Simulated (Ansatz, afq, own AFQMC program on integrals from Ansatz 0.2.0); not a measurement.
# BGeH₃⁺, doublet in cc-pVDZ, levels against CCSDT(Q)

```xyz
5

Ge   -0.0022    0.0000    0.3187
B    -0.0666    0.0000   -1.6292
H     1.1607    0.0000   -1.0289
H    -0.1421   -1.0387   -2.2309
H    -0.1421    1.0387   -2.2309
```

Connectivity, by distances: Ge–BH2, 1 bridging H.

Basis cc-pVDZ. Noble-gas cores (and the filled d shells of Ga–Kr and In–Xe) are frozen. Ansatz 0.2.0 and our own AFQMC program on the same integrals; the CISD trial comes from CCSD amplitudes, and released means the phaseless constraint is let go. Error bars are statistical, one sigma. No spin–orbit coupling.

Determinant: UHF, the one that the program's search chose, which needn't be the lowest solution. The geometry is a PBE0/def2-TZVP stationary point of this or a neighbouring charge and spin state.

No full CI on the walks' own integrals is used here; CCSDT(Q) serves as the reference and is uncertain by about the last step of the cluster series.

Cautions: no relativity below Rb; no spin-orbit coupling; inner d shell frozen.

The T1 diagnostic is 0.0237. The weight of the determinant in the CISD state is 0.881 and the ⟨S²⟩ of the determinant is 0.785. The size of the correlated space is 9 electrons in 41 orbitals.

Reference: CCSDT(Q), correlation energy -5.216 eV. The released energy is read at 2.40 1/Eh (meV from the phaseless value at times in 1/Eh: -2 ± 9 at 0.24, -4 ± 10 at 0.51, -12 ± 11 at 0.99, -25 ± 13 at 1.62, -24 ± 16 at 2.40).

| level | E − E(reference) (kJ/mol) | share of correlation (%) |
| --- | --- | --- |
| HF | 503.3 | 0.00 |
| MP2 | 115.7 | 77.02 |
| CCSD | 18.9 | 96.25 |
| CCSD(T) | 3.9 | 99.23 |
| CCSDT | 0.7 | 99.86 |
| ph-AFQMC/HF | 2.5 ± 4.6 | 99.51 |
| ph-AFQMC/CISD | 1.7 ± 0.8 | 99.67 |
| released AFQMC | -0.6 ± 1.6 | 100.13 |

A walk keeps the symmetry of its determinant, which the program's search chose and which needn't be the lowest solution, so a lower state of the same spin and another symmetry isn't excluded. Released energies are given only where the last usable release times agree within the noise; a slower fall can still hide under it.
